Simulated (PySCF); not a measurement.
Methanol, CH₄O, SMILES CO (CAM-B3LYP/def2-SVP optimised geometry):

```
6

C     -0.154     0.380     0.000
O      0.290    -0.948     0.000
H      0.165     0.946     0.897
H     -1.254     0.365    -0.004
H      0.171     0.948    -0.893
H      1.254    -0.948     0.000
```

Level of theory: CAM-B3LYP/def2-TZVP in PySCF 2.14.0.

**Question.** What are the frontier orbital energies and the dipole moment?

**Answer.** HOMO-2 -13.56 eV, HOMO-1 -10.99 eV, HOMO -9.40 eV, LUMO 1.83 eV, LUMO+1 2.93 eV; dipole moment 1.71 D.

Meta-Löwdin charges at CAM-B3LYP/def2-TZVP: C1 -0.10, O2 -0.54, H3 0.09, H4 0.12, H5 0.09, H6 0.34.
